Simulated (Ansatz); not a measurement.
Compare A (`C=CC=N`) with its isomer B (`CC1=NC1`).

Gas-phase electronic energies from Ansatz, PBE0-D4/def2-TZVP geometries. CCSD(T)/CBS is the MP2 limit (def2-TZVPP, def2-QZVPP) plus CCSD(T) − MP2 in def2-TZVPP, frozen cores. DFT in def2-TZVPP. One conformer a species, not always the lowest.

Task: Which is lower in electronic energy at CCSD(T)/CBS, and by how much? (Estimate.)

Result: Computed: A, by 16.1 kcal/mol.

Task: Give E(B) − E(A) in kcal/mol with LDA (SPW92), PBE0-D4, B2PLYP, CCSD(T)/def2-SVP, MP2/def2-TZVPP, ωB97M-V, CCSD(T)/def2-TZVPP. (An estimate is asked.)

Result: Ansatz gave: LDA (SPW92) 11.6, PBE0-D4 12.4, B2PLYP 15.8, CCSD(T)/def2-SVP 14.0, MP2/def2-TZVPP 12.5, ωB97M-V 14.2, CCSD(T)/def2-TZVPP 15.8. None reverses the order clearly.

Task: Does the order hold for the free energy at 298.15 K (harmonic terms from PBE0-D4)? (Estimate.)

Result: Ansatz gave: Yes: G(B) − G(A) = +15.8 kcal/mol, for one conformer each.

Largest T1 diagnostic: 0.012.

In def2-TZVPP, CCSD(T) changes the Hartree–Fock value by −2.8 kcal/mol (the triples alone add +0.0 kcal/mol) and MP2 by −6.1 kcal/mol. Leaving LDA and LC-ωPBE aside and taking each functional with its dispersion term where it has one, the values, not all of them listed here, spread over 6.2 kcal/mol, from PBE-QIDH to BLYP-D4. LDA lies −1.1 kcal/mol from PBE without D4.
